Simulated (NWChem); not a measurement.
# the pair CH6N2···N2H4: a chain of runs

We compute a single-point energy (singlet CH10N4, PBE0-D3(BJ)/STO-3G), then the energy (singlet CH6N2, PBE0-D3(BJ)/STO-3G), then a single-point energy (singlet N2H4, PBE0-D3(BJ)/STO-3G), then the energy (singlet CH6N2, PBE0-D3(BJ)/STO-3G), then a single-point energy (singlet N2H4, PBE0-D3(BJ)/STO-3G) of CH10N4 and its partners. 

The results are computed with NWChem 7.3.0.

### 1 The molecule

The species is CH10N4 (15 atoms), meant as a singlet with charge 0. The two molecules were placed rigidly side by side, at 0.9 times their contact distance; the pair isn't optimised.

Bond lengths: C1–N2 1.445 Å, N2–N3 1.412 Å, N10–N11 1.415 Å, C1–H4 1.102 Å, C1–H5 1.093 Å, C1–H6 1.091 Å, N2–H7 1.015 Å, N3–H8 1.017 Å, N3–H9 1.011 Å, N10–H12 1.014 Å, N10–H13 1.011 Å, N11–H14 1.014 Å, N11–H15 1.011 Å. Some angles: C1–N2–N3 110.6°, C1–N2–H7 109.7°, N3–N2–H7 111.5°, N2–C1–H4 114.0°, N2–C1–H5 108.8°, N2–C1–H6 109.0°, N2–N3–H8 112.5°, N2–N3–H9 108.7°, N10–N11–H14 112.7°, N10–N11–H15 108.2°.

### 2 A single-point energy at PBE0-D3(BJ)/STO-3G (run 1)

Contents of geom.nw:

```
echo
start geom
memory stack 880 mb heap 220 mb global 1100 mb

geometry units bohr noautosym nocenter noautoz
   C  -1.19487383  1.46038035 -0.78782682
   N   1.16596102  0.32956824 -0.01322808
   N   0.73113504 -1.65936851  1.71058009
   H  -2.53109917  0.12037555 -1.65728981
   H  -0.79973210  2.96006700 -2.15145319
   H  -2.11441456  2.29223779  0.85925847
   H   2.12877648 -0.27741180 -1.55770124
   H   0.31161584 -3.31665832  0.83072360
   H   2.30263128 -1.90919030  2.76693699
   N   1.28318073  4.94870139 -8.99150587
   N   1.70912500  5.10122119 -6.35562139
   H   1.79552328  3.25478869 -9.72732743
   H  -0.58294271  5.20037512 -9.31018929
   H   1.56276571  3.40133695 -5.48254902
   H   3.47609451  5.76901261 -6.07414668
end

basis "ao basis" spherical bse
   * library STO-3G
end

dft
   xc pbe0
   disp vdw 4
   grid fine
   convergence energy 1e-08
   iterations 100
   mulliken
   noprint "final vectors analysis"
end

task dft energy
```

Launch:

```bash
$ nwchem geom.nw > geom.out
```

Log:

```text
[...]
          Wavefunction type:  closed shell.
          No. of atoms     :    15
          No. of electrons :    44
[...]
          Charge           :     0
          Spin multiplicity:     1
[...]
          AO basis - number of functions:    35
[...]
              XC Information
              --------------
                         PBE0 Method XC Functional
                     Hartree-Fock (Exact) Exchange  0.250
          PerdewBurkeErnzerhof Exchange Functional  0.750
            Perdew 1991 LDA Correlation Functional  1.000 local
           PerdewBurkeErnz. Correlation Functional  1.000 non-local
[...]
 d= 0,ls=0.0,diis     1   -259.2936678463 -4.36D+02  2.14D-02  2.47D-01     1.3
[...]
 d= 0,ls=0.0,diis     8   -259.3288612071 -8.45D-10  2.18D-07  1.94D-11     6.4
         Total DFT energy =     -259.328861207084
      One electron energy =     -703.554967611210
           Coulomb energy =      303.711764927420
    Exchange-Corr. energy =      -36.679210471917
 Nuclear repulsion energy =      177.199853708048
    Dispersion correction =       -0.006301759425
[...]
      Total Density - Mulliken Population Analysis
     ---------------------------------------------
    Atom       Charge   Shell Charges
 -----------   ------   -------------------------------------------------------
    1 C    6     6.16   1.99  1.19  2.98
    2 N    7     7.26   1.99  1.55  3.72
    3 N    7     7.35   1.99  1.56  3.79
    4 H    1     0.94   0.94
    5 H    1     0.91   0.91
    6 H    1     0.90   0.90
    7 H    1     0.84   0.84
    8 H    1     0.84   0.84
    9 H    1     0.81   0.81
   10 N    7     7.35   1.99  1.56  3.79
[...]
```

Run time: 7.2 s. Hardware: 1 thread of Intel Xeon Platinum 8488C (Sapphire Rapids), shared host; peak memory 0.12 GiB.

### 3 CH6N2: a single-point energy at PBE0-D3(BJ)/STO-3G (run 2)

Contents of calc.nw:

```
start calc
memory total 2200 mb
charge 0

geometry units au noautosym nocenter noautoz
C     -1.19487383     1.46038035    -0.78782682
N      1.16596102     0.32956824    -0.01322808
N      0.73113504    -1.65936851     1.71058009
H     -2.53109917     0.12037555    -1.65728981
H     -0.79973210     2.96006700    -2.15145319
H     -2.11441456     2.29223779     0.85925847
H      2.12877648    -0.27741180    -1.55770124
H      0.31161584    -3.31665832     0.83072360
H      2.30263128    -1.90919030     2.76693699
end

basis spherical bse
C library STO-3G
N library STO-3G
H library STO-3G
end

dft
xc pbe0
disp vdw 4
grid fine
convergence energy 1e-08
maxiter 100
mulliken
print low
end

task dft energy
```

Launch:

```bash
$ nwchem calc.nw > calc.out
```

Log:

```text
[...]
 d= 0,ls=0.0,diis     1   -149.0453625031 -2.34D+02  2.82D-02  1.56D-01     0.5
[...]
 d= 0,ls=0.0,diis     7   -149.0683614649 -6.35D-09  2.70D-06  2.79D-09     2.2
         Total DFT energy =     -149.068361464945
      One electron energy =     -369.452740791952
           Coulomb energy =      157.226279759733
    Exchange-Corr. energy =      -21.401765077266
 Nuclear repulsion energy =       84.563479771098
    Dispersion correction =       -0.003615126559
[...]
      Total Density - Mulliken Population Analysis
     ---------------------------------------------
    Atom       Charge   Shell Charges
 -----------   ------   -------------------------------------------------------
    1 C    6     6.16   1.99  1.19  2.98
    2 N    7     7.26   1.99  1.55  3.72
    3 N    7     7.35   1.99  1.56  3.79
    4 H    1     0.93   0.93
    5 H    1     0.91   0.91
    6 H    1     0.90   0.90
    7 H    1     0.83   0.83
    8 H    1     0.84   0.84
    9 H    1     0.81   0.81
[...]
```

It took 2.9 s on 1 thread of Intel Xeon Platinum 8488C (Sapphire Rapids), shared host; peak memory 0.12 GiB.

### 4 N2H4: the energy at PBE0-D3(BJ)/STO-3G (run 3)

Contents of job.nw:

```
start job
title "H4N2"
memory stack 880 mb heap 220 mb global 1100 mb

geometry units angstrom noautosym nocenter noautoz
 N     0.679030    2.618740   -4.758100
 N     0.904430    2.699450   -3.363250
 H     0.950150    1.722360   -5.147480
 H    -0.308480    2.751920   -4.926740
 H     0.826980    1.799910   -2.901240
 H     1.839470    3.052830   -3.214300
end

basis spherical bse
 * library STO-3G
end

dft
 xc pbe0
 mult 1
 disp vdw 4
 grid fine
 convergence energy 1e-08
 maxiter 100
 mulliken
 noprint "final vectors analysis"
end

task dft energy
```

Launch:

```bash
$ nwchem job.nw > job.out
```

Log:

```text
[...]
          Wavefunction type:  closed shell.
          No. of atoms     :     6
          No. of electrons :    18
[...]
          Charge           :     0
          Spin multiplicity:     1
[...]
          AO basis - number of functions:    14
[...]
              XC Information
              --------------
                         PBE0 Method XC Functional
                     Hartree-Fock (Exact) Exchange  0.250
          PerdewBurkeErnzerhof Exchange Functional  0.750
            Perdew 1991 LDA Correlation Functional  1.000 local
           PerdewBurkeErnz. Correlation Functional  1.000 non-local
[...]
 d= 0,ls=0.0,diis     1   -110.2485691040 -1.52D+02  3.15D-02  8.77D-02     0.3
[...]
 d= 0,ls=0.0,diis     6   -110.2600490960 -2.92D-09  3.14D-07  1.06D-11     0.9
         Total DFT energy =     -110.260049095954
      One electron energy =     -232.650675050540
           Coulomb energy =       95.834886781028
    Exchange-Corr. energy =      -15.276385052900
 Nuclear repulsion energy =       41.833755753080
    Dispersion correction =       -0.001631526621
[...]
      Total Density - Mulliken Population Analysis
     ---------------------------------------------
    Atom       Charge   Shell Charges
 -----------   ------   -------------------------------------------------------
    1 N    7     7.35   1.99  1.56  3.79
    2 N    7     7.35   1.99  1.56  3.79
    3 H    1     0.83   0.83
    4 H    1     0.81   0.81
    5 H    1     0.83   0.83
    6 H    1     0.81   0.81
[...]
```

Wall time 1.5 s (1 thread of Intel Xeon Platinum 8488C (Sapphire Rapids), shared host); peak memory 0.11 GiB.

### 5 CH6N2 among ghost functions: the energy at PBE0-D3(BJ)/STO-3G (with ghost functions) (run 4)

Contents of ch6n2.nw:

```
start ch6n2
title "CH6N2"
memory 2200 mb

geometry units angstroms noautosym nocenter noautoz
C       -0.632300       0.772800      -0.416900
N        0.617000       0.174400      -0.007000
N        0.386900      -0.878100       0.905200
H       -1.339400       0.063700      -0.877000
H       -0.423200       1.566400      -1.138500
H       -1.118900       1.213000       0.454700
H        1.126500      -0.146800      -0.824300
H        0.164900      -1.755100       0.439600
H        1.218500      -1.010300       1.464200
bqN      0.679030     2.618740    -4.758100
bqN      0.904430     2.699450    -3.363250
bqH      0.950150     1.722360    -5.147480
bqH     -0.308480     2.751920    -4.926740
bqH      0.826980     1.799910    -2.901240
bqH      1.839470     3.052830    -3.214300
end

basis spherical bse
C library STO-3G
N library STO-3G
H library STO-3G
bqN library N STO-3G
bqH library H STO-3G
end

dft
xc pbe0
disp vdw 4
grid fine
convergence energy 1e-08
maxiter 100
mulliken
print low
end

task dft energy
```

Launch:

```bash
$ nwchem ch6n2.nw > ch6n2.out
```

Log:

```text
[...]
 d= 0,ls=0.0,diis     1   -149.0454745403 -2.34D+02  1.69D-02  1.56D-01     1.1
[...]
 d= 0,ls=0.0,diis     7   -149.0685041914 -6.38D-09  1.63D-06  2.80D-09     5.4
         Total DFT energy =     -149.068504191398
      One electron energy =     -369.448384711605
           Coulomb energy =      157.221141874779
    Exchange-Corr. energy =      -21.401132097142
 Nuclear repulsion energy =       84.563485869253
    Dispersion correction =       -0.003615126682
[...]
      Total Density - Mulliken Population Analysis
     ---------------------------------------------
    Atom       Charge   Shell Charges
 -----------   ------   -------------------------------------------------------
    1 C    6     6.16   1.99  1.19  2.98
    2 N    7     7.26   1.99  1.55  3.72
    3 N    7     7.35   1.99  1.56  3.79
    4 H    1     0.93   0.93
    5 H    1     0.91   0.91
    6 H    1     0.90   0.90
    7 H    1     0.83   0.83
    8 H    1     0.84   0.84
    9 H    1     0.81   0.81
   10 X    0     0.00   0.00  0.00  0.00
[...]
```

Run time: 6.3 s. Hardware: 1 thread of Intel Xeon Platinum 8488C (Sapphire Rapids), shared host; peak memory 0.12 GiB.

### 6 N2H4 among ghost functions: a single-point energy at PBE0-D3(BJ)/STO-3G (with ghost functions) (run 5)

Contents of calc.nw:

```
start calc
title "H4N2"
memory 2200 mb
geometry noautosym nocenter noautoz
N      0.679030     2.618740    -4.758100
N      0.904430     2.699450    -3.363250
H      0.950150     1.722360    -5.147480
H     -0.308480     2.751920    -4.926740
H      0.826980     1.799910    -2.901240
H      1.839470     3.052830    -3.214300
bqC     -0.632300     0.772800    -0.416900
bqN      0.617000     0.174400    -0.007000
bqN      0.386900    -0.878100     0.905200
bqH     -1.339400     0.063700    -0.877000
bqH     -0.423200     1.566400    -1.138500
bqH     -1.118900     1.213000     0.454700
bqH      1.126500    -0.146800    -0.824300
bqH      0.164900    -1.755100     0.439600
bqH      1.218500    -1.010300     1.464200
end
basis spherical bse
N library STO-3G
H library STO-3G
bqC library C STO-3G
bqN library N STO-3G
bqH library H STO-3G
end
dft
xc pbe0
mult 1
disp vdw 4
grid fine
convergence energy 1e-08
maxiter 100
mulliken
noprint "final vectors analysis"
end
task dft energy
```

Launch:

```bash
$ nwchem calc.nw > calc.out
```

Log:

```text
[...]
          Wavefunction type:  closed shell.
          No. of atoms     :    15
          No. of electrons :    18
[...]
          Charge           :     0
          Spin multiplicity:     1
[...]
          AO basis - number of functions:    35
[...]
              XC Information
              --------------
                         PBE0 Method XC Functional
                     Hartree-Fock (Exact) Exchange  0.250
          PerdewBurkeErnzerhof Exchange Functional  0.750
            Perdew 1991 LDA Correlation Functional  1.000 local
           PerdewBurkeErnz. Correlation Functional  1.000 non-local
[...]
 d= 0,ls=0.0,diis     1   -110.2488275541 -1.52D+02  1.26D-02  8.77D-02     1.1
[...]
 d= 0,ls=0.0,diis     6   -110.2602969147 -3.02D-09  5.18D-07  2.36D-10     4.3
         Total DFT energy =     -110.260296914672
      One electron energy =     -232.646089195309
           Coulomb energy =       95.829333759473
    Exchange-Corr. energy =      -15.275665705294
 Nuclear repulsion energy =       41.833755753080
    Dispersion correction =       -0.001631526621
[...]
      Total Density - Mulliken Population Analysis
     ---------------------------------------------
    Atom       Charge   Shell Charges
 -----------   ------   -------------------------------------------------------
    1 N    7     7.35   1.99  1.56  3.79
    2 N    7     7.35   1.99  1.56  3.79
    3 H    1     0.83   0.83
    4 H    1     0.81   0.81
    5 H    1     0.83   0.83
    6 H    1     0.81   0.81
    7 X    0     0.00   0.00  0.00  0.00
    8 X    0     0.00   0.00  0.00  0.00
    9 X    0     0.00   0.00  0.00  0.00
   10 X    0     0.00   0.00
[...]
```

It took 5.1 s on 1 thread of Intel Xeon Platinum 8488C (Sapphire Rapids), shared host; peak memory 0.12 GiB.

### 7 Summary of results

| quantity | value |
| --- | --- |
| run 1, PBE0-D3(BJ)/STO-3G: total energy | -259.32886 Eh |
| run 1, PBE0-D3(BJ)/STO-3G: dipole moment | 3.74 D |
| run 1, PBE0-D3(BJ)/STO-3G: dispersion energy | -16.55 kJ/mol |
| CH6N2: total energy | -149.06836 Eh |
| CH6N2: dispersion energy | -9.49 kJ/mol |
| N2H4: total energy | -110.26005 Eh |
| N2H4: dipole moment | 2.11 D |
| N2H4: dispersion energy | -4.28 kJ/mol |
| CH6N2 among ghost functions: total energy | -149.06850 Eh |
| CH6N2 among ghost functions: dispersion energy | -9.49 kJ/mol |
| N2H4 among ghost functions: total energy | -110.26030 Eh |
| N2H4 among ghost functions: dipole moment | 2.11 D |
| N2H4 among ghost functions: dispersion energy | -4.28 kJ/mol |
| interaction energy of the rigid parts CH6N2 and N2H4 (parts in their own basis; closest atoms 2.17 Å apart) | -0.012 eV |
| interaction energy of the rigid parts CH6N2 and N2H4 (parts in the whole basis, counterpoise; closest atoms 2.17 Å apart) | -0.002 eV |

What this shows: The interaction energy of the rigid parts CH6N2 and N2H4 (parts in their own basis; closest atoms 2.17 Å apart) is −0.01 eV (−0.3 kcal/mol). Without counterpoise this holds the superposition error of the basis. The interaction energy of the rigid parts CH6N2 and N2H4 (parts in the whole basis, counterpoise; closest atoms 2.17 Å apart) is −0.00 eV (−0.2 kJ/mol). The basis-set superposition error is 1.0 kJ/mol. Mulliken charges (run 1, PBE0-D3(BJ)/STO-3G) run from -0.35 on N3 to +0.19 on H9; they depend strongly on the basis. Mulliken charges (N2H4) run from -0.35 on N1 to +0.19 on H4.
